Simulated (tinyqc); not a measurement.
Worked calculation: Hueckel theory of the pi electrons, for the molecule [CH2]C=N (SMILES; centres numbered as the heavy atoms are written). One step of it, computed by the program tinyqc.

Question. Energy, charges, bond orders. E = sum n x; q_r = z_r - P_rr; bond order p = P_rs; free valence = sqrt(3) - sum of p over the bonds of the atom.

x values: 1.561503  0.268150  -1.289653

occupations: 2.000000  1.000000  0.000000

charge and bond-order matrix P, lower triangle:
```
,1C,2C,3N
1C,0.857982
2C,0.688955,0.901297
3N,0.044655,0.692400,1.240721
```

Centres:
```
centre,"z_r, pi electrons of the neutral centre",h
1C,1,0.000000
2C,1,0.000000
3N,1,0.540000
```

Bonds:
```
i,j,k
1,2,1
2,3,0.970000
```

Give: pi energy = 3 alpha + this times beta; pi charges; Bond orders and lengths from R = 1.517 - 0.180 p; free valence of the carbons; gap between the highest filled and the next level.

Answer.

pi energy = 3 alpha + this times beta = 3.391

pi charges: 1C 0.142, 2C 0.099, 3N -0.241

Bond orders and lengths from R = 1.517 - 0.180 p (angstrom, C-C alone):
```
bond,p,R
1-2,0.689,1.393
2-3,0.692,-
```

free valence of the carbons: 1C 1.043, 2C 0.351

gap between the highest filled and the next level = 1.558 |beta|
